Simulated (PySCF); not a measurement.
# Basis-set dependence of excited states

C₅H₈.
InChI=1S/C5H8/c1-4-5(2)3/h4H,1-2H2,3H3

TDDFT with PBE0 (PySCF), vertical singlets, core orbitals frozen in the response, spherical d and f functions. The structure is a single PBE0-D3(BJ)/def2-SVP conformer in the gas phase; no vibrational or solvent corrections.

```csv
basis,functions,diffuse,S1 (eV),S2 (eV),S3 (eV),S4 (eV),S5 (eV),LUMO (eV),α (au)
6-31G*,86,no,6.04,7.11,7.31,8.17,8.20,-0.38,54.1
def2-SVP,110,no,5.95,7.02,7.17,7.60,7.92,-0.66,57.4
def2-SVPD,164,yes,5.75,6.47,6.88,7.07,7.10,-0.84,66.4
def2-TZVP,203,no,5.73,6.88,7.06,7.08,7.50,-0.82,64.7
```

**Question.** How much do these states and the polarisability depend on the basis?

**Answer.** States are compared by their number. Against the only diffuse basis here (def2-SVPD, itself not a converged limit), sets without diffuse functions differ by up to 0.29 eV in S1 and 1.10 eV in S5. State by state, the largest deviation of a set without diffuse functions is S1 0.29, S2 0.64, S3 0.43, S4 1.10, S5 1.10 eV. The same number needn't mean the same state in each row. Against def2-SVPD the polarisability deviates by -18% in 6-31G*, -14% in def2-SVP, -3% in def2-TZVP.
